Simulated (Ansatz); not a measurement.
# Aluminium, fcc under PBE: how the plane-wave cutoff moves the result

A convergence test of the plane-wave cutoff. The geometry was relaxed under PBE beforehand and stays fixed; 9 values are run, from 150 to 800 eV. Wanted are the values from which on the energy stays within 10 and 1 meV/atom, and the pressure within 0.5 GPa, of the last run. Within the series other settings stay, but some runs also write fields, which adds to their time. Spin polarisation is left out.

Computed with Ansatz 0.2.0 (DFT PBE, plane waves with PAW, scalar-relativistic, unless a step says otherwise).

## (1) The system as given

The structure is cubic, space group Fm-3m (No. 225). Conventional cell: a = 4.040 Å, b = 4.040 Å, c = 4.040 Å, α = 90.00°, β = 90.00°, γ = 90.00°. Al (site symmetry m-3m) is surrounded by 12 Al at 2.86 Å.

Structure file:

```cif
data_structure
_symmetry_space_group_name_H-M 'Fm-3m'
_symmetry_Int_Tables_number 225
_cell_length_a 4.0399
_cell_length_b 4.0399
_cell_length_c 4.0399
_cell_angle_alpha 90.000
_cell_angle_beta 90.000
_cell_angle_gamma 90.000
_cell_volume 65.94
loop_
_atom_site_label
_atom_site_type_symbol
_atom_site_symmetry_multiplicity
_atom_site_Wyckoff_symbol
_atom_site_fract_x
_atom_site_fract_y
_atom_site_fract_z
_atom_site_occupancy
Al1 Al 4 a 0.00000 0.00000 0.00000 1
```

## (2) The usual settings first

input.yaml

```yaml
crystal:
  lattice:
    - [0.0, 2.0199630948, 2.0199630948]
    - [2.0199630948, 0.0, 2.0199630948]
    - [2.0199630948, 2.0199630948, 0.0]
  atoms:
    - { symbol: Al, position: [0.0, 0.0, 0.0] }
hamiltonian:
  xc: pbe
  pseudopotentials:
    kind: paw
    azcp:
      Al: "pseudopotentials/Al.paw.azcp"
basis:
  ecutwfc: 420
  fft_grid_basis: typed
kpoints:
  mp_grid: { grid: [22, 22, 22], shift: [0, 0, 0] }
magnetization:
  spin_polarized: false
scf:
  occupations: { method: fermi_dirac, width: 0.1 }
  lower_state_search: "off"
output:
  stress: true
  write_density: true
  write_potential: true
  elf: true
  volumetric_format: npy
```

Started as:

```bash
ansatz run input.yaml --threads 1 --pin off --max-ram 3584MiB --backend cpu --events-out ev --progress --plain --runs-dir out
```

## (3) With a cutoff of 150 eV

The run at 150 eV.

Edit input.yaml of step 2 so:

```diff
@@ -14,6 +14,6 @@
 basis:
-  ecutwfc: 420
+  ecutwfc: 150
   fft_grid_basis: typed
 kpoints:
-  mp_grid: { grid: [22, 22, 22], shift: [0, 0, 0] }
+  mp_grid: { grid: [13, 13, 13], shift: [0, 0, 0] }
 magnetization:
@@ -25,5 +25 @@
   stress: true
-  write_density: true
-  write_potential: true
-  elf: true
-  volumetric_format: npy
```

## (4) With a cutoff of 200 eV

The run at 200 eV.

Edit input.yaml of step 3 so:

```diff
@@ -14,3 +14,3 @@
 basis:
-  ecutwfc: 150
+  ecutwfc: 200
   fft_grid_basis: typed
```

## (5) With a cutoff of 250 eV

The run at 250 eV.

Edit input.yaml of step 4 so:

```diff
@@ -14,3 +14,3 @@
 basis:
-  ecutwfc: 200
+  ecutwfc: 250
   fft_grid_basis: typed
```

## (6) With a cutoff of 300 eV

The run at 300 eV.

Edit input.yaml of step 5 so:

```diff
@@ -14,3 +14,3 @@
 basis:
-  ecutwfc: 250
+  ecutwfc: 300
   fft_grid_basis: typed
@@ -25 +25,5 @@
   stress: true
+  write_density: true
+  write_potential: true
+  elf: true
+  volumetric_format: npy
```

## (7) With a cutoff of 350 eV

The run at 350 eV.

Edit input.yaml of step 6 so:

```diff
@@ -14,3 +14,3 @@
 basis:
-  ecutwfc: 300
+  ecutwfc: 350
   fft_grid_basis: typed
@@ -25,5 +25 @@
   stress: true
-  write_density: true
-  write_potential: true
-  elf: true
-  volumetric_format: npy
```

## (8) With a cutoff of 420 eV

The run at 420 eV.

Edit input.yaml of step 7 so:

```diff
@@ -14,3 +14,3 @@
 basis:
-  ecutwfc: 350
+  ecutwfc: 420
   fft_grid_basis: typed
```

## (9) With a cutoff of 500 eV

The run at 500 eV.

Edit input.yaml of step 8 so:

```diff
@@ -14,3 +14,3 @@
 basis:
-  ecutwfc: 420
+  ecutwfc: 500
   fft_grid_basis: typed
```

## (10) With a cutoff of 600 eV

The run at 600 eV.

Edit input.yaml of step 9 so:

```diff
@@ -14,3 +14,3 @@
 basis:
-  ecutwfc: 500
+  ecutwfc: 600
   fft_grid_basis: typed
@@ -25 +25,5 @@
   stress: true
+  write_density: true
+  write_potential: true
+  elf: true
+  volumetric_format: npy
```

## (11) With a cutoff of 800 eV

The run at 800 eV.

Edit input.yaml of step 10 so:

```diff
@@ -14,3 +14,3 @@
 basis:
-  ecutwfc: 600
+  ecutwfc: 800
   fft_grid_basis: typed
@@ -25,5 +25 @@
   stress: true
-  write_density: true
-  write_potential: true
-  elf: true
-  volumetric_format: npy
```

(Steps that only read results are left out.)

**Question.** What will these runs give?

As calculated:

| quantity | value |
| --- | --- |
| E(σ → 0) stays within 10 meV/atom of 800 eV | from 350 eV on |
| E(σ → 0) stays within 1 meV/atom | from 420 eV on |
| pressure stays within 0.5 GPa | from 300 eV on |
| pressure at 800 eV | -0.02 GPa |
| CPU time, dearest over cheapest | 3.5 |
| run at the usual settings (mesh 22×22×22 against the series' 13×13×13, 420 eV) | -4.6 meV/atom from 800 eV, 0.08 GPa |

The far end, 150 eV, lies +539.7 meV/atom and +7.7 GPa from the yardstick. The energy falls at each step up in cutoff, as the variational principle asks. 1 meV/atom is reached at 420 eV; energy differences often converge earlier, as errors cancel.
